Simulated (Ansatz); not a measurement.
Input for Ansatz (a first-principles code): R-CCSD(T)/aug-cc-pVDZ on H2O (SMILES O).

Ansatz 0.2 input:
```yaml
crystal:
  periodic: [false, false, false]
  atoms:
    - {symbol: O, position_ang: [1.99752489, 0.34491229, -0.00089819]}
    - {symbol: H, position_ang: [2.43672889, 0.73306429, -0.76077019]}
    - {symbol: H, position_ang: [2.43540889, 0.74751629, 0.75219181]}
basis:
  gaussian:
    orbitals: aug-cc-pVDZ
magnetization: {spin_polarized: false}
correlation: {method: ccsd_t, electrons: outside_noble_gas}
scf: {lower_state_search: off}
```

The head of its log:

```
WARN ansatz: RAYON_NUM_THREADS=1 ignored (pool sized by the plan → 1); use --threads N
Functional definition: HF
these checks for a lower state are left out or cut short: stability, starts, cluster_reference, orbital_swaps, neighbouring_geometries, increment
integrals: 0.01 GiB planned
385 factors; integrals over basis functions are off by at most 7.7e-4 eV
mean field: 0.05 GiB planned
mean field evaluation 1: about -2067.3209 eV, gradient 3.3e1 eV
mean field evaluation 2: about -2067.3202 eV, gradient 3.3e1 eV
mean field evaluation 4: about -2069.1802 eV, gradient 1.5e0 eV
mean field evaluation 8: about -2069.1879 eV, gradient 5.7e-4 eV
mean field -2069.18788236 eV, -76.0412521310 hartree, gradient 1.9e-6 eV, S^2 0.000000; 0 other end points of the search recorded, 0 dependent functions left out
1 core orbitals not correlated
reference -2069.18788236 eV, -76.0412521310 hartree; 4, 4 occupied and 36, 36 virtual orbitals, 385 factors
```

Q: Give the final energy of this run.

A: -76.2738 hartree (reference determinant -76.0413, T1 diagnostic 0.012).
